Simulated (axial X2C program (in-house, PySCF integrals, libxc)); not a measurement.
**All-electron X2C curves of ClH⁻**

Aim: find the lowest determinant of ClH⁻, scan the bond at several levels and fit the constants, once spin-free and once with spin–orbit coupling.

The runs use an in-house X2C program for linear molecules on PySCF integrals; all-electron X2C, Cl dyall-av3z, H dyall-av3z.

All values are calculated.

## Step 1: Set-up

Input file task.json:

```json
{
 "zs": [
  17,
  1
 ],
 "q": -1,
 "bas": [
  "dyall-av3z",
  "dyall-av3z"
 ],
 "levels": [
  "PBE0",
  "HF",
  "BP86"
 ],
 "cc": true,
 "r0": 1.31,
 "thr": -2.0,
 "nmax": 90,
 "npts": 10,
 "nst": 2,
 "ntry": 6
}
```

Keys: zs atomic numbers; q charge; bas basis sets; levels methods (HF also brings MP2); cc coupled cluster on or off; r0 starting distance in Å; thr threshold in hartree for freezing inner shells (an s shell follows its p shell); nmax most natural virtual spinors; npts points asked for on the curve; nst determinants followed; ntry starts of the search.

On the command line:

```sh
$ python so2c.py task.json out
```

Spin-free means the one-electron spin-free X2C Hamiltonian; two-component (2c) means X2C with spin–orbit coupling and atomic mean-field two-electron Coulomb and Gaunt terms. Basis: Cl dyall-av3z contracted to [9s8p3d2f], H dyall-av3z contracted to [7s3p2d]; Gaussian nuclei, density fitting. Masses: Cl 34.969 u, H 1.008 u.

Notation: σ, π±, δ± give the projection m of an orbital's angular momentum (0, ±1, ±2), α and β its spin, Λ and M_S the sums; ω is the projection of a spinor's total angular momentum and Ω the sum. Logs are in hartree.

The results follow Hamiltonian by Hamiltonian and level by level.

## Step 2: Search for the lowest determinant

Determinants are compared with PBE0 at 1.310 Å.

Spin-free determinants:

```csv
ΔE (eV),state,open shells
0.00,"M_S = 1/2, Λ = 0",beyond closed shells: σα
1.95,"M_S = 1/2, Λ = 1",beyond closed shells: π+α
6.93,"M_S = 1/2, Λ = 1","beyond closed shells: π+α, π+β, π-α"
```

Two-component determinants:

```tsv
ΔE (eV)	state	open shells
0.00	Ω = 1/2	excess of +ω over −ω: ω = 1/2
1.95	Ω = 3/2	excess of +ω over −ω: ω = 3/2
6.89	Ω = 3/2	excess of +ω over −ω: ω = 3/2
```

## Step 3: PBE0, spin-free

State followed: M_S = 1/2, Λ = 0 (beyond closed shells: σα). The scan is laid around 1.322 Å, a first estimate of the minimum, and this SCF restarts from the orbitals of the search.

The SCF at the reference distance of 1.322 Å:

```text
spin-free X2C-1e  PBE0
basis functions 88  fitting functions 435  grid points 4348
iter        total energy     max residual
   1       -461.585195479     6.10e-01
   2       -462.084764305     1.99e-02
   3       -462.088336639     1.04e-02
   4       -462.089496723     3.35e-03
   5       -462.089598559     7.95e-04
   6       -462.089606976     3.96e-04
   7       -462.089609868     9.30e-05
   8       -462.089609972     2.50e-05
   9       -462.089609992     1.11e-05
  10       -462.089609996     1.53e-06
converged
one-electron -654.25779298  Coulomb 214.02705299  exact exchange -7.01653162  xc functional -21.64718905  nuclear repulsion 6.80485067
```

Along the bond, energies from the lowest point:

| R (Å) | E (eV) | μ (D) | HOMO (eV) | LUMO (eV) | iterations |
| --- | --- | --- | --- | --- | --- |
| 1.150 | 0.4289 | -5.94 | 1.27 | 2.72 | 29 |
| 1.203 | 0.1695 | -6.10 | 1.27 | 2.73 | 25 |
| 1.243 | 0.0616 | -6.19 | 1.27 | 2.74 | 24 |
| 1.282 | 0.0099 | -6.24 | 1.27 | 2.76 | 24 |
| 1.322 | 0.0000 | -6.25 | 1.27 | 2.79 | 10 |
| 1.368 | 0.0249 | -6.17 | 1.27 | 2.84 | 26 |
| 1.415 | 0.0725 | -5.99 | 1.28 | 2.91 | 25 |
| 1.474 | 0.1450 | -5.62 | 1.29 | 3.04 | 26 |
| 1.547 | 0.2247 | -5.00 | 1.29 | 3.20 | 25 |
| 1.653 | 0.2986 | -4.11 | 1.20 | 3.37 | 28 |

Dipoles are positive if H is the positive end and refer to the centre of mass.

Outer orbitals at the reference distance:

| symmetry | occupied | ε (eV) | atomic character |
| --- | --- | --- | --- |
| σα | yes | -19.46 | 65% Cl s, 18% H s, 12% H p |
| σβ | yes | -19.38 | 65% Cl s, 18% H s, 12% H p |
| σα | yes | -8.95 | 64% Cl p, 24% H s, 6% Cl s |
| σβ | yes | -8.83 | 65% Cl p, 24% H s, 6% Cl s |
| π+α | yes | -5.35 | 84% Cl p, 9% H p, 7% H d |
| π-α | yes | -5.35 | 84% Cl p, 9% H p, 7% H d |
| π-β | yes | -5.31 | 84% Cl p, 9% H p, 7% H d |
| π+β | yes | -5.31 | 84% Cl p, 9% H p, 7% H d |
| σα | yes | 1.27 | 88% H s, 6% H p, 3% Cl s |
| σβ | no | 2.79 | 81% H s, 8% Cl s, 6% H p |
| σα | no | 3.66 | 93% Cl p, 3% Cl d |
| σα | no | 3.96 | 34% H s, 21% H p, 19% Cl s |
| σβ | no | 4.20 | 95% Cl p |

PBE0 fields in the half plane through the axis: z from -2.4 to 3.6 Å across, distance from the axis 0.15 to 2.25 Å upwards; Cl lies at z = 0 and H at z = 1.322 Å; the ELF is damped to zero where the density is low.

log10 density (e/bohr³). Ten even steps from '0' (-3.82 ) to '9' (1.28 ):
```
000000111111001111100
000011122211111111111
000112233322211111111
001123344433222111111
011233455544332211111
011234556554443221111
012345666665544322111
012345679766654322111
```

ELF. Ten even steps from '0' (0.01 ) to '9' (0.99 ):
```
000000000000001356665
000000111100001256776
000012455420000246777
000024677642100146777
000136888864221136777
000257898876664335787
000257830278998535788
000257537369999745788
```

Re = 1.313 Å, ωe = 2376 cm⁻¹, ωexe = 274 cm⁻¹, Be = 9.98 cm⁻¹, De = 0.639 eV, μ = -6.25 D.

## Step 4: HF, spin-free

The SCF at the reference distance of 1.322 Å:

```text
spin-free X2C-1e  HF
basis functions 88  fitting functions 435  grid points 4348
iter        total energy     max residual
   1       -461.492015806     1.26e-01
   2       -461.499739991     4.69e-03
   3       -461.500273223     6.07e-03
   4       -461.500404574     2.47e-03
   5       -461.500425683     3.54e-04
   6       -461.500428342     2.74e-04
   7       -461.500428690     8.02e-05
   8       -461.500428757     3.47e-05
   9       -461.500428778     2.74e-05
  10       -461.500428782     9.33e-06
  11       -461.500428783     2.21e-06
converged
one-electron -653.87965235  Coulomb 213.65413931  exact exchange -28.07976641  xc functional 0.00000000  nuclear repulsion 6.80485067
```

Re = 1.278 Å, ωe = 2935 cm⁻¹, ωexe = 69.4 cm⁻¹, Be = 10.54 cm⁻¹, De = 0.318 eV, μ = -7.00 D.

## Step 5: BP86, spin-free

Output at 1.322 Å:

```text
spin-free X2C-1e  BP86
basis functions 88  fitting functions 435  grid points 4348
iter        total energy     max residual
   1       -462.299290009     8.84e-02
   2       -462.300930052     2.22e-03
   3       -462.300997765     5.38e-03
   4       -462.301048050     1.51e-03
   5       -462.301053439     2.91e-04
   6       -462.301054208     1.38e-04
   7       -462.301054347     6.11e-05
   8       -462.301054407     2.46e-05
   9       -462.301054409     2.36e-06
converged
one-electron -654.38112568  Coulomb 214.15157942  exact exchange 0.00000000  xc functional -28.87635882  nuclear repulsion 6.80485067
```

Re = 1.358 Å, ωe = 1840 cm⁻¹, ωexe = 280 cm⁻¹, Be = 9.325 cm⁻¹, De = 0.755 eV, μ = -5.43 D.

## Step 6: MP2 and beyond, spin-free

Correlated methods: 9 electrons correlated (frozen shells, counted by type: Cl 2 s, 1 p; H none), 145 virtual spinors in MP2, 89 natural virtuals in coupled cluster.

Output of the correlated part at 1.322 Å:

```text
correlated 9  virtual 145  natural virtual 89  E(MP2) -0.216203510  MP2 remainder -0.003364669
iter   CCSD correlation   residual
   1     -0.227478969   7.91e-02
   2     -0.232735265   2.58e-02
   3     -0.233084261   8.92e-03
   4     -0.233063884   3.92e-03
   5     -0.233076248   1.70e-03
   6     -0.233072901   5.36e-04
   7     -0.233074891   1.75e-04
   8     -0.233074614   4.74e-05
   9     -0.233074541   1.37e-05
  10     -0.233074655   3.25e-06
  11     -0.233074682   9.24e-07
  12     -0.233074691   2.70e-07
(T) -0.009154021  T1 0.0217  D1 0.0603  max T2 0.064
```

T1 in the output is the amplitude norm over the root of the electron number; divide by √2 for the Lee–Taylor value.

MP2: Re = 1.297 Å, ωe = 2657 cm⁻¹, Be = 10.24 cm⁻¹, De = 0.466 eV.

CCSD: Re = 1.298 Å, ωe = 2645 cm⁻¹, ωexe = 152 cm⁻¹, Be = 10.21 cm⁻¹, De = 0.614 eV. T1 at Re = 0.014 (Lee–Taylor, the printed value over √2).

CCSD(T): Re = 1.302 Å, ωe = 2587 cm⁻¹, ωexe = 171 cm⁻¹, Be = 10.14 cm⁻¹, De = 0.601 eV. T1 at Re = 0.015 (Lee–Taylor, the printed value over √2).

## Step 7: A higher determinant, spin-free

State: M_S = 1/2, Λ = 1 (beyond closed shells: π+α).

Output at the reference distance:

```text
spin-free X2C-1e  PBE0
basis functions 88  fitting functions 435  grid points 4348
iter        total energy     max residual
   1       -461.520853802     6.17e-01
   2       -462.012946747     1.95e-02
   3       -462.016252341     9.20e-03
   4       -462.017177537     3.90e-03
   5       -462.017283808     6.64e-04
   6       -462.017290412     3.23e-04
   7       -462.017292050     7.43e-05
   8       -462.017292083     7.18e-06
   9       -462.017292084     1.12e-06
converged
one-electron -654.34220310  Coulomb 214.19107918  exact exchange -7.01726566  xc functional -21.65375317  nuclear repulsion 6.80485067
```

| R (Å) | E above the lowest PBE0 point (eV) |
| --- | --- |
| 1.150 | 2.272 |
| 1.203 | 2.040 |
| 1.243 | 1.958 |
| 1.282 | 1.938 |
| 1.322 | 1.968 |
| 1.368 | 2.053 |
| 1.415 | 2.180 |
| 1.474 | 2.389 |
| 1.547 | 2.691 |

Re = 1.277 Å, ωe = 3009 cm⁻¹, ωexe = 49.2 cm⁻¹, Be = 10.55 cm⁻¹, μ = 1.90 D. Te = 1.94 eV.

## Step 8: The spin-free curves together

Energy (eV) of the followed determinant, spin-free, from each level's lowest point:

| R (Å) | PBE0 | HF | MP2 | CCSD | CCSD(T) | BP86 |
| --- | --- | --- | --- | --- | --- | --- |
| 1.150 | 0.429 | 0.333 | 0.386 | n/a | n/a | 0.535 |
| 1.203 | 0.169 | 0.102 | 0.138 | 0.140 | 0.148 | 0.252 |
| 1.243 | 0.062 | 0.021 | 0.040 | 0.041 | 0.046 | 0.122 |
| 1.282 | 0.010 | 0.000 | 0.000 | 0.000 | 0.001 | 0.046 |
| 1.322 | 0.000 | 0.027 | 0.005 | 0.003 | 0.000 | 0.009 |
| 1.368 | 0.025 | 0.105 | 0.051 | 0.048 | 0.039 | 0.000 |
| 1.415 | 0.072 | 0.217 | 0.125 | 0.121 | 0.106 | 0.015 |
| 1.474 | 0.145 | 0.388 | 0.231 | 0.231 | 0.206 | 0.052 |
| 1.547 | 0.225 | 0.592 | 0.324 | n/a | n/a | 0.106 |
| 1.653 | 0.299 | 0.714 | 0.386 | n/a | n/a | 0.174 |

## Step 9: PBE0, 2c

State followed: Ω = 1/2 (excess of +ω over −ω: ω = 1/2). The scan is laid around 1.322 Å, a first estimate of the minimum, and this SCF restarts from the orbitals of the search.

Output at 1.322 Å:

```text
two-component X2C + atomic mean field  PBE0
basis functions 88  fitting functions 435  grid points 4348
iter        total energy     max residual
   1       -461.494003519     6.22e-01
   2       -462.009486154     2.08e-02
   3       -462.013133167     1.04e-02
   4       -462.014272252     3.70e-03
   5       -462.014376921     8.08e-04
   6       -462.014385415     4.10e-04
   7       -462.014388502     1.00e-04
   8       -462.014388605     2.47e-05
   9       -462.014388624     1.11e-05
  10       -462.014388628     1.43e-06
converged
one-electron -654.06805592  Coulomb 213.98164376  exact exchange -7.01496019  xc functional -21.64227946  nuclear repulsion 6.80485067  atomic mean-field constant -0.07558749
```

Along the bond, energies from the lowest point:

| R (Å) | E (eV) | μ (D) | HOMO (eV) | LUMO (eV) | iterations |
| --- | --- | --- | --- | --- | --- |
| 1.150 | 0.4338 | -5.95 | 1.28 | 2.74 | 29 |
| 1.203 | 0.1727 | -6.12 | 1.28 | 2.75 | 25 |
| 1.243 | 0.0636 | -6.21 | 1.28 | 2.76 | 25 |
| 1.282 | 0.0109 | -6.26 | 1.28 | 2.77 | 24 |
| 1.322 | 0.0000 | -6.27 | 1.28 | 2.80 | 10 |
| 1.368 | 0.0239 | -6.19 | 1.28 | 2.85 | 25 |
| 1.415 | 0.0706 | -6.01 | 1.29 | 2.92 | 25 |
| 1.474 | 0.1423 | -5.63 | 1.30 | 3.04 | 26 |
| 1.547 | 0.2213 | -5.01 | 1.30 | 3.20 | 26 |
| 1.653 | 0.2947 | -4.11 | 1.20 | 3.37 | 27 |

Dipoles are positive if H is the positive end and refer to the centre of mass.

Outer spinors at the reference distance:

```json
{"ω": "1/2", "occupied": "yes", "ε (eV)": "-19.45", "atomic character": "65% Cl s, 18% H s, 12% H p", "λ mixture": "100% σ"}
{"ω": "-1/2", "occupied": "yes", "ε (eV)": "-19.37", "atomic character": "65% Cl s, 18% H s, 12% H p", "λ mixture": "100% σ"}
{"ω": "1/2", "occupied": "yes", "ε (eV)": "-8.93", "atomic character": "64% Cl p, 24% H s, 6% Cl s", "λ mixture": "100% σ"}
{"ω": "-1/2", "occupied": "yes", "ε (eV)": "-8.81", "atomic character": "65% Cl p, 24% H s, 6% Cl s", "λ mixture": "100% σ"}
{"ω": "-1/2", "occupied": "yes", "ε (eV)": "-5.37", "atomic character": "84% Cl p, 9% H p, 7% H d", "λ mixture": "100% π"}
{"ω": "1/2", "occupied": "yes", "ε (eV)": "-5.33", "atomic character": "84% Cl p, 9% H p, 7% H d", "λ mixture": "100% π"}
{"ω": "3/2", "occupied": "yes", "ε (eV)": "-5.30", "atomic character": "84% Cl p, 9% H p, 7% H d", "λ mixture": "100% π"}
{"ω": "-3/2", "occupied": "yes", "ε (eV)": "-5.26", "atomic character": "84% Cl p, 9% H p, 7% H d", "λ mixture": "100% π"}
{"ω": "1/2", "occupied": "yes", "ε (eV)": "1.28", "atomic character": "87% H s, 7% H p, 3% Cl s", "λ mixture": "100% σ"}
{"ω": "-1/2", "occupied": "no", "ε (eV)": "2.80", "atomic character": "81% H s, 8% Cl s, 7% H p", "λ mixture": "100% σ"}
{"ω": "1/2", "occupied": "no", "ε (eV)": "3.67", "atomic character": "92% Cl p, 3% Cl d, 2% Cl s", "λ mixture": "100% σ"}
{"ω": "1/2", "occupied": "no", "ε (eV)": "3.99", "atomic character": "35% H s, 21% H p, 17% Cl s", "λ mixture": "100% σ"}
{"ω": "-1/2", "occupied": "no", "ε (eV)": "4.21", "atomic character": "95% Cl p", "λ mixture": "100% σ"}
```

PBE0 fields in the half plane through the axis: z from -2.4 to 3.6 Å across, distance from the axis 0.15 to 2.25 Å upwards; Cl lies at z = 0 and H at z = 1.322 Å; the ELF is damped to zero where the density is low.

log10 density (e/bohr³). Ten even steps from ' ' (-3.82 ) to '@' (1.28 ):
```
            ............    ............  
        ......::::::......................
      ....::::------::::::................
    ....::----======----::::::............
    ..::----==++++++====----::::..........
  ....::--==++++**++++======--::::........
  ..::--==++**********++++====--::::......
  ..::--==++**##@@##******++==--::::......
```

ELF. Ten even steps from '0' (0.01 ) to '9' (0.99 ):
```
000000000000001356665
000000121100001256776
000012455420000246777
000024677642100146777
000136888864221236787
000257898876664335788
000257830278998535788
000257537369999745788
```

Re = 1.314 Å, ωe = 2367 cm⁻¹, ωexe = 276 cm⁻¹, Be = 9.963 cm⁻¹, De = 0.636 eV, μ = -6.27 D.

## Step 10: HF, 2c

The SCF at the reference distance of 1.322 Å:

```text
two-component X2C + atomic mean field  HF
basis functions 88  fitting functions 435  grid points 4348
iter        total energy     max residual
   1       -461.416989729     1.26e-01
   2       -461.424703482     4.68e-03
   3       -461.425234981     6.06e-03
   4       -461.425366780     2.48e-03
   5       -461.425388187     3.54e-04
   6       -461.425390887     2.75e-04
   7       -461.425391237     8.03e-05
   8       -461.425391303     3.44e-05
   9       -461.425391324     2.75e-05
  10       -461.425391328     9.38e-06
  11       -461.425391329     2.20e-06
converged
one-electron -653.68895114  Coulomb 213.60772677  exact exchange -28.07343014  xc functional 0.00000000  nuclear repulsion 6.80485067  atomic mean-field constant -0.07558749
```

Re = 1.279 Å, ωe = 2931 cm⁻¹, ωexe = 69.3 cm⁻¹, Be = 10.52 cm⁻¹, De = 0.313 eV, μ = -7.02 D.

## Step 11: BP86, 2c

Output at 1.322 Å:

```text
two-component X2C + atomic mean field  BP86
basis functions 88  fitting functions 435  grid points 4348
iter        total energy     max residual
   1       -462.223945294     8.84e-02
   2       -462.225585033     2.27e-03
   3       -462.225652696     5.39e-03
   4       -462.225703287     1.51e-03
   5       -462.225708750     2.93e-04
   6       -462.225709557     1.45e-04
   7       -462.225709706     5.89e-05
   8       -462.225709765     2.47e-05
   9       -462.225709768     2.21e-06
converged
one-electron -654.19119765  Coulomb 214.10593567  exact exchange 0.00000000  xc functional -28.86971097  nuclear repulsion 6.80485067  atomic mean-field constant -0.07558749
```

Re = 1.360 Å, ωe = 1829 cm⁻¹, ωexe = 282 cm⁻¹, Be = 9.303 cm⁻¹, De = 0.751 eV, μ = -5.44 D.

## Step 12: MP2 and beyond, 2c

Correlated methods: 9 electrons correlated (frozen shells, counted by type: Cl 2 s, 1 p; H none), 145 virtual spinors in MP2, 90 natural virtuals in coupled cluster.

Output of the correlated part at 1.322 Å:

```text
correlated 9  virtual 145  natural virtual 90  E(MP2) -0.216253016  MP2 remainder -0.003135417
iter   CCSD correlation   residual
   1     -0.227713042   7.92e-02
   2     -0.232974306   2.59e-02
   3     -0.233328469   9.01e-03
   4     -0.233308484   3.98e-03
   5     -0.233321371   1.73e-03
   6     -0.233317963   5.42e-04
   7     -0.233320024   1.78e-04
   8     -0.233319748   4.82e-05
   9     -0.233319672   1.39e-05
  10     -0.233319788   3.31e-06
  11     -0.233319815   9.47e-07
  12     -0.233319825   2.78e-07
(T) -0.009188625  T1 0.0218  D1 0.0607  max T2 0.063
```

MP2: Re = 1.298 Å, ωe = 2652 cm⁻¹, Be = 10.22 cm⁻¹, De = 0.463 eV.

CCSD: Re = 1.299 Å, ωe = 2639 cm⁻¹, ωexe = 154 cm⁻¹, Be = 10.2 cm⁻¹, De = 0.610 eV. T1 at Re = 0.014 (Lee–Taylor, the printed value over √2).

CCSD(T): Re = 1.304 Å, ωe = 2573 cm⁻¹, ωexe = 165 cm⁻¹, Be = 10.13 cm⁻¹, De = 0.597 eV. T1 at Re = 0.015 (Lee–Taylor, the printed value over √2).

## Step 13: A higher determinant, 2c

State: Ω = 3/2 (excess of +ω over −ω: ω = 3/2).

Output at the reference distance:

```text
two-component X2C + atomic mean field  PBE0
basis functions 88  fitting functions 435  grid points 4348
iter        total energy     max residual
   1       -461.430206736     6.19e-01
   2       -461.937772041     2.09e-02
   3       -461.941122696     9.11e-03
   4       -461.942047081     3.99e-03
   5       -461.942155763     6.74e-04
   6       -461.942162490     2.84e-04
   7       -461.942164193     7.57e-05
   8       -461.942164226     7.58e-06
   9       -461.942164226     1.15e-06
converged
one-electron -654.14379988  Coulomb 214.13659666  exact exchange -7.01561490  xc functional -21.64860930  nuclear repulsion 6.80485067  atomic mean-field constant -0.07558749
```

| R (Å) | E above the lowest PBE0 point (eV) |
| --- | --- |
| 1.150 | 2.270 |
| 1.203 | 2.038 |
| 1.243 | 1.956 |
| 1.282 | 1.936 |
| 1.322 | 1.965 |
| 1.368 | 2.050 |
| 1.415 | 2.177 |
| 1.474 | 2.386 |
| 1.547 | 2.688 |

Re = 1.277 Å, ωe = 3008 cm⁻¹, ωexe = 49.2 cm⁻¹, Be = 10.55 cm⁻¹, μ = 1.90 D. Te = 1.94 eV.

## Step 14: The 2c curves together

Energy (eV) of the followed determinant, 2c, from each level's lowest point:

| R (Å) | PBE0 | HF | MP2 | CCSD | CCSD(T) | BP86 |
| --- | --- | --- | --- | --- | --- | --- |
| 1.150 | 0.434 | 0.337 | 0.390 | n/a | n/a | 0.541 |
| 1.203 | 0.173 | 0.105 | 0.140 | 0.142 | 0.151 | 0.256 |
| 1.243 | 0.064 | 0.022 | 0.041 | 0.042 | 0.048 | 0.125 |
| 1.282 | 0.011 | 0.000 | 0.000 | 0.000 | 0.002 | 0.048 |
| 1.322 | 0.000 | 0.026 | 0.004 | 0.003 | 0.000 | 0.010 |
| 1.368 | 0.024 | 0.103 | 0.050 | 0.046 | 0.038 | 0.000 |
| 1.415 | 0.071 | 0.214 | 0.122 | 0.118 | 0.103 | 0.014 |
| 1.474 | 0.142 | 0.385 | 0.228 | 0.227 | 0.202 | 0.051 |
| 1.547 | 0.221 | 0.587 | 0.321 | n/a | n/a | 0.104 |
| 1.653 | 0.295 | 0.708 | 0.382 | n/a | n/a | 0.171 |

Time for the job: 54 s (1 thread of Arm Neoverse V2, shared host); peak memory 0.5 GiB.

## Step 15: Constants

Lowest determinant that the search found at its distance, spin-free: M_S = 1/2, Λ = 0 (beyond closed shells: σα).

Lowest determinant that the search found at its distance, 2c: Ω = 1/2 (excess of +ω over −ω: ω = 1/2).

```csv
Hamiltonian,level,Re (Å),ωe (cm⁻¹),De (eV)
spin-free,PBE0,1.313,2376,0.639
spin-free,HF,1.278,2935,0.318
spin-free,MP2,1.297,2657,0.466
spin-free,CCSD,1.298,2645,0.614
spin-free,CCSD(T),1.302,2587,0.601
spin-free,BP86,1.358,1840,0.755
2c,PBE0,1.314,2367,0.636
2c,HF,1.279,2931,0.313
2c,MP2,1.298,2652,0.463
2c,CCSD,1.299,2639,0.610
2c,CCSD(T),1.304,2573,0.597
2c,BP86,1.360,1829,0.751
```

Time per point (s) on 1 thread of Arm Neoverse V2, shared host (2c runs; CCSD comes with the CCSD(T) run); the times are rough: PBE0 0.32, HF 0.13, MP2 0.17, CCSD(T) 2.1, BP86 0.24.

What this shows: At CCSD(T), going from spin-free to two-component changes Re by +1 mÅ, ωe by -0.6 %; the spin-free picture holds up (part of it comes from the scalar share of the two-electron terms). De moves by 0.00 eV; both De rest on single-determinant atoms, which can miss part of an open shell's spin–orbit lowering. The highest occupied level is positive at the mean-field levels quoted, so the basis may hold the extra electron and these numbers are no safe properties of the anion.

De refers to Cl- + H, each in the lowest determinant found, which need not be this curve's own limit. Each curve is one determinant whose occupation by symmetry is held fixed; it was picked as the lowest of a PBE0 search that is not exhaustive. Dissociation energies refer to the lowest single-determinant-based atoms at the same level and basis. Density functionals use the spin component along the axis (collinear). Coupled cluster ran in a truncated set of natural virtual spinors; the MP2 energy of the rest was added.
